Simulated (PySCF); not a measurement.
# Gas-phase thermal properties of CH3C(CH3)2CH3

Computed with PySCF (xtb for GFN2) and rigid-rotor harmonic-oscillator thermochemistry at 1 bar. 'Table' is the NASA 1993 thermochemical table (part measured, part estimated). 6-31G* has spherical d functions here. All species are closed-shell singlets. B3LYP is the form with VWN-RPA correlation. The harmonic model lacks anharmonicity and excited electronic states, which grow with temperature; levels with a mode under 35 cm⁻¹ are left out. Internal rotation in CH3C(CH3)2CH3 is treated as a harmonic vibration of one conformer, which makes the entropy rough. The table's entry may be an old estimate for CH3C(CH3)2CH3 (not checked at source).

```csv
level,point group,σ,ZPE (kJ/mol),S°298 (J/mol/K),Cp298 (J/mol/K),S°1000 (J/mol/K),H1000 − H298 (kJ/mol)
table,-,-,-,304.9,121.4,552.0,155.8
B3LYP/6-31G*,Td,12,421.0,305.0,116.2,540.1,148.2
GFN2-xTB,Td,12,415.2,309.2,117.0,545.9,149.2
HF/6-31G*,Td,12,447.9,298.8,109.4,521.9,141.1
PBE/def2-SVP,Td,12,405.4,306.4,120.4,549.9,153.2
PBE0/def2-TZVP,Td,12,417.9,305.5,117.3,542.8,149.5
```
σ: rotational symmetry number. Electronic degeneracy used: 1. Frequencies are unscaled.
